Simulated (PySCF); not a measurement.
**Complex of hydrogen sulfide and fluoromethane**

A gas-phase complex of hydrogen sulfide and fluoromethane; neutral, singlet. The structure comes from a short search (a few tight-binding starts) and was relaxed by PBE0-D3(BJ)/def2-SVPD; another way of binding may lie lower. No frequency run checks that it is a minimum.

```json
{"part": "1", "name": "hydrogen sulfide", "SMILES": "S", "atoms": "1–3", "charge": "0", "multiplicity": "1"}
{"part": "2", "name": "fluoromethane", "SMILES": "CF", "atoms": "4–8", "charge": "0", "multiplicity": "1"}
```

```xyz
8

S    -0.020    0.539    0.329
H    -1.193   -0.129    0.298
H     0.662   -0.494   -0.217
C     3.022   -1.757    1.002
F     2.403   -1.911   -0.224
H     3.889   -1.094    0.879
H     2.304   -1.315    1.706
H     3.348   -2.745    1.358
```
Atom numbers follow the order of the file, from 1.

Contacts between parts, classed by geometry: H3···F5 2.245 Å (hydrogen bond, 151°).

Interaction energies are complex less parts, with the parts frozen as they stand in it; counterpoise-corrected, in kcal/mol (PySCF). The CCSD(T) estimate is Hartree-Fock/aug-cc-pVTZ, plus the MP2 correlation part extrapolated as X⁻³ from aug-cc-pVDZ and aug-cc-pVTZ, plus CCSD(T) less MP2 in aug-cc-pVDZ; noble-gas cores are frozen. It isn't the exact limit.

Task: How strongly do the parts interact, level by level?

Result: 
```tsv
level	interaction	superposition error removed
Hartree-Fock/aug-cc-pVTZ	-0.36	-
MP2/aug-cc-pVTZ	-2.15	-0.43
CCSD(T), estimated basis limit	-2.16	-
```

Task: What holds them together? Decompose the MP2/aug-cc-pVTZ energy: frozen parts, their antisymmetrised product, then relaxation.

Result: electrostatic -3.1, Pauli repulsion +3.5, orbital relaxation -0.8, correlation -2.1 kcal/mol, which sum to the value before the counterpoise correction, the first three by Hartree-Fock. Of the attraction, 51 % is electrostatic, 35 % is correlation, 14 % is orbital relaxation.

The orbital and correlation terms together hold the superposition error of 0.4 kcal/mol.
